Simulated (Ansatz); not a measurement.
**CH2AlN (SMILES N#[C][AlH2]): the energy, rung by rung**

CH2AlN: 5 atoms, total charge 0, spin state singlet. As SMILES, `N#[C][AlH2]`. The coordinates come from a PBE0-D4/def2-TZVP relaxation.

```
atom    x (Å)    y (Å)    z (Å)
   N   1.3823  -1.3460   1.3942
   C   0.7142  -0.6980   0.7118
  Al  -0.4072   0.3900  -0.4346
   H  -1.6297  -0.3229  -1.1202
   H  -0.0097   1.9032  -0.5926
```

Quantity: the energy change with the C2–Al3 bond stretched from 1.938 to 2.422 Å, in eV. The values are calculated.

```
                      level                    kind  program  value (eV)  CPU time (all runs)
     HF/STO-3G (restricted)            Hartree–Fock   Ansatz        1.97               0.22 s
  SVWN5/STO-3G (restricted)                     LDA   Ansatz        1.65                1.5 s
 revPBE/STO-3G (restricted)                     GGA   Ansatz        1.48                2.2 s
 r2SCAN/STO-3G (restricted)                meta-GGA   Ansatz        1.62                5.1 s
  BHLYP/STO-3G (restricted)           global hybrid   Ansatz        1.81                2.2 s
  HSE06/STO-3G (restricted)  range-separated hybrid   Ansatz        1.69                2.8 s
 B2PLYP/STO-3G (restricted)           double hybrid   Ansatz        1.73                3.2 s
    MP2/STO-3G (restricted)     perturbation theory   Ansatz        1.86               0.24 s
BCCD(T)/STO-3G (restricted)   coupled cluster or CI   Ansatz        1.77               0.41 s
   CCSD/STO-3G (restricted)   coupled cluster or CI   Ansatz        1.79               0.34 s
```

The first shape isn't each level's own minimum. The values span 1.48 to 1.97 eV. All rows use very small basis sets, so none should be taken for the real molecule's value. In so small a basis fixed costs decide the times, and correlated methods can beat functionals. Times are those of the runs behind each value, whatever else they computed, on shared processors of several kinds: orders of magnitude only.
